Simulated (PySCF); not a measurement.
Gas-phase reaction: BH + HCl ⇌ BH₂Cl

Energies from PySCF, thermal terms from the rigid-rotor harmonic-oscillator model, ideal gas at 1 bar. † marks an energy on the PBE0/def2-TZVP geometry and frequencies. All species are closed-shell singlets. BH₂Cl: computed as isolated molecules; such fragments, hydroxides, amides, oligomers or adducts are transient or little studied in the gas. The harmonic model lacks anharmonicity and excited electronic states, which grow with temperature; levels with a mode under 35 cm⁻¹ are left out.

```csv
level,"ΔE electronic, kJ","ΔH°(298 K), kJ","ΔS°(298 K), J/K","ΔG°(1000 K), kJ"
BLYP/def2-TZVP†,-455,-438,-124,-310
HF/def2-TZVP†,-425,-408,-124,-279
M06-2X/def2-TZVP†,-468,-452,-124,-323
PBE0/def2-QZVP†,-477,-460,-124,-332
ωB97X-V/def2-TZVP†,-468,-451,-124,-322
```
ΔH° is lowest at PBE0/def2-QZVP† and highest at HF/def2-TZVP†. No reference value is set beside these.
